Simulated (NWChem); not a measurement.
Program: NWChem. System: H₃P, charge 0, spin multiplicity 1, displaced from the optimised geometry. Level: BLYP/def2-SVP.

Job file:

```
start mol
memory heap 200 mb stack 800 mb global 1000 mb
geometry units angstroms nocenter noautoz
  P     -0.132840    -0.003419     0.000000
  H      0.679896    -0.592608     1.056381
  H      0.679896    -0.592608    -1.056381
  H      0.632804     1.236508     0.000000
  symmetry group Cs
end
basis spherical
  * library def2-svp
end
basis "cd basis" spherical
  * library weigend_coulomb_fitting
end
dft
  xc becke88 lyp
  semidirect memsize 60000000 filesize 0
  iterations 100
end
task dft gradient
```

Output (cleaned and shortened):

```
             Northwest Computational Chemistry Package (NWChem) 7.3.0
             --------------------------------------------------------

                                NWChem Input Module
                                -------------------

 Scaling coordinates for geometry "geometry" by  1.889725989
 (inverse scale =  0.529177249)

 Turning off AUTOSYM since
 SYMMETRY directive was detected!

                             Geometry "geometry" -> ""
                             -------------------------

 Output coordinates in angstroms (scale by  1.889725989 to convert to a.u.)

  No.       Tag          Charge          X              Y              Z
 ---- ---------------- ---------- -------------- -------------- --------------
    1 P                   15.0000    -0.13284000    -0.00341900     0.00000000
    2 H                    1.0000     0.67989600    -0.59260800     1.05638100
    3 H                    1.0000     0.67989600    -0.59260800    -1.05638100
    4 H                    1.0000     0.63280400     1.23650800     0.00000000

 Effective nuclear repulsion energy (a.u.)      17.0922480069

            Nuclear Dipole moment (a.u.)
            ----------------------------
        X                 Y               Z
 ---------------- ---------------- ----------------
    -0.0000075589     0.0000132281     0.0000000000

      Symmetry information
      --------------------

 Group name             Cs
 Group number              2
 Group order               2
 No. of unique centers     3

      Symmetry unique atoms

     1    2    4


 Summary of "ao basis" -> "" (spherical)
 ------------------------------------------------------------------------------
       Tag                 Description            Shells   Functions and Types
 ---------------- ------------------------------  ------  ---------------------
 *                          def2-svp                  on all atoms

 Summary of "cd basis" -> "" (spherical)
 ------------------------------------------------------------------------------
       Tag                 Description            Shells   Functions and Types
[...]
            General Information
            -------------------
          SCF calculation type: DFT
          Wavefunction type:  closed shell.
          No. of atoms     :     4
          No. of electrons :    18
           Alpha electrons :     9
            Beta electrons :     9
          Charge           :     0
          Spin multiplicity:     1
          Use of symmetry is: on ; symmetry adaption is: on
          Maximum number of iterations: 100
          AO basis - number of functions:    33
                     number of shells:    17
          A Charge density fitting basis will be used.
          CD basis - number of functions:    84
                     number of shells:    32
          Convergence on energy requested:  1.00D-06
          Convergence on density requested:  1.00D-05
          Convergence on gradient requested:  5.00D-04

              XC Information
              --------------
                    Becke 1988 Exchange Functional  1.000
              Lee-Yang-Parr Correlation Functional  1.000

             Grid Information
             ----------------
          Grid used for XC integration:  medium
          Radial quadrature: Mura-Knowles
          Angular quadrature: Lebedev.
          Tag              B.-S. Rad. Rad. Pts. Rad. Cut. Ang. Pts.
          ---              ---------- --------- --------- ---------
          P                   1.00       88           7.0       590
          H                   0.35       45           8.0       434
          Grid pruning is: on
          Number of quadrature shells:   178
          Spatial weights used:  Erf1

          Convergence Information
          -----------------------
          Convergence aids based upon iterative change in
          total energy or number of iterations.
          Levelshifting, if invoked, occurs when the
          HOMO/LUMO gap drops below (HL_TOL):  1.00D-02
          DIIS, if invoked, will attempt to extrapolate
          using up to (NFOCK): 10 stored Fock matrices.

                    Damping( 0%)  Levelshifting(0.5)       DIIS
                  --------------- ------------------- ---------------
          dE  on:    start            ASAP                start
          dE off:    2 iters        100 iters           100 iters

      Screening Tolerance Information
      -------------------------------
          Density screening/tol_rho:  1.00D-10
          AO Gaussian exp screening on grid/accAOfunc:  14
          CD Gaussian exp screening on grid/accCDfunc:  20
          XC Gaussian exp screening on grid/accXCfunc:  20
          Schwarz screening/accCoul:  1.00D-08

  int_init: cando_txs set to always be  F
  intd_init: cando_txs set to always be  F

                            NWChem DFT Gradient Module
                            --------------------------

  charge          =   0.00
  wavefunction    = closed shell

  Using symmetry

                         DFT ENERGY GRADIENTS

    atom               coordinates                        gradient
                 x          y          z           x          y          z
   1 P      -0.251031  -0.006461   0.000000   -0.007028  -0.000191   0.000000
   2 H       1.284817  -1.119867   1.996271    0.002413  -0.002588   0.004587
   3 H       1.284817  -1.119867  -1.996271    0.002413  -0.002588  -0.004587
   4 H       1.195826   2.336661   0.000000    0.002202   0.005368   0.000000

                 ----------------------------------------
                 |  Time  |  1-e(secs)   |  2-e(secs)   |
                 ----------------------------------------
                 |  CPU   |       0.00   |       0.00   |
                 ----------------------------------------
                 |  WALL  |       0.00   |       0.00   |
                 ----------------------------------------

 Task  times  cpu:        0.8s     wall:        0.8s

 Total times  cpu:        0.8s     wall:        0.8s
```
